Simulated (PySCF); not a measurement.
PO₃⁻: umbrella–stretch map

Method: PySCF, B3LYP, basis P def2-SVPD, O def2-SVPD (no relativity, density fitting).

Rigid scan from the singlet minimum (P–O 1.512 Å (×3); O–P–O 120.0° (×3)). Coordinate: rows: all bonds scaled; columns: angle to the threefold axis. Energies in kJ/mol from the minimum.

```tsv
scale \ angle	60	66	72	78	84	90
0.95	670.1	424.8	?	?	75.3	53.7
0.98	?	341.5	188.7	86.4	27.2	7.8
1.00	515.8	310.6	168.2	73.1	18.1	0.0
1.03	477.6	?	165.6	80.3	31.2	?
1.07	471.4	312.0	201.8	128.4	86.2	72.4
```

(1) Fill in the five missing cells, row by row.

Results:

(1) 254.8, 141.2, 562.0, 293.4, 15.0.

The bond scale of lowest energy on the grid is 1.07 (edge) at 60°, 1.03 at 66°, 1.03 at 72°, 1.00 at 78°, 1.00 at 84°, 1.00 at 90°.
